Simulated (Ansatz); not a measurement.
# CH2Cl2FO2: the cost of one run

Method: RHF/def2-SVPD; program: Ansatz 0.2.0.

## Step 1: Where the work starts

SMILES `OC(O)(F)Cl`, 7 atoms, charge 0, spin multiplicity 1.

Atoms are counted from 1 here; the program's logs count them from 0.

Bond lengths: O1–C2 1.372 Å, O1–H6 0.976 Å, C2–O3 1.372 Å, C2–F4 1.365 Å, C2–Cl5 1.824 Å, O3–H7 0.978 Å. Angles: C2–O1–H6 108.5°, O1–C2–O3 114.8°, O1–C2–F4 105.3°, O1–C2–Cl5 111.9°, O3–C2–F4 111.0°, O3–C2–Cl5 105.7°, F4–C2–Cl5 107.9°, C2–O3–H7 107.4°.

Coordinates:

| atom | x (Å) | y (Å) | z (Å) |
| --- | --- | --- | --- |
| O1 | -1.02541 | 0.07066 | 0.64384 |
| C2 | -0.05328 | -0.10730 | -0.30805 |
| O3 | 1.23109 | -0.11579 | 0.17524 |
| F4 | -0.35601 | -1.29174 | -0.91581 |
| Cl5 | -0.09472 | 1.20143 | -1.57747 |
| H6 | -0.90919 | 0.95341 | 1.04288 |
| H7 | 1.26882 | -0.77858 | 0.89357 |

This geometry comes from a loose relaxation at PBE in a small basis, which is not shown.

## Step 4: The grid

The probe is moved over the molecule's main plane (x and y are the axes of that plane, centred on the molecule).

- x of the probe's Cl atom: 11 values from −5 to 5 Å
- y of the probe's Cl atom: 9 values from −4 to 4 Å

Nothing else is relaxed (molecule and probe rigid). Energies count from molecule and probe far apart, each relaxed in its own basis (no counterpoise correction). Points are written as (first, second).

The probe Cl- moves over a plane: the molecule's main plane. The molecule is turned into the frame of its main axes, as the inputs below show.

(The set-up runs are not shown.)

## Step 5: The run at (3 Å, −4 Å)

The input, input.yaml:

```yaml
crystal:
  periodic: [false, false, false]
  atoms:
    - { symbol: O, position_ang: [0.692755, 0.852744, -0.855181] }
    - { symbol: C, position_ang: [0.096962, -0.013549, -0.014345] }
    - { symbol: O, position_ang: [0.370438, -1.303352, -0.283559] }
    - { symbol: F, position_ang: [0.520188, 0.305985, 1.198094] }
    - { symbol: Cl, position_ang: [-1.680342, 0.158173, -0.045009] }
    - { symbol: H, position_ang: [0.383593, 0.726019, -1.739813] }
    - { symbol: H, position_ang: [1.308412, -1.437956, -0.252687] }
    - { symbol: Cl, position_ang: [3.0, -4.0, 0.0] }
total_charge: -1
basis:
  gaussian: { orbitals: def2-SVPD }
hamiltonian:
  xc: hf
output:
  forces: true
```

Launch:

```
ansatz run input.yaml --threads 1 --pin off --max-ram 2560MiB --backend cpu --events-out ev --progress --plain --runs-dir out
```

What time and memory should one allow on 1 thread of Arm Neoverse V2, shared host?

About 4.6 s, with a peak of 0.38 GiB.
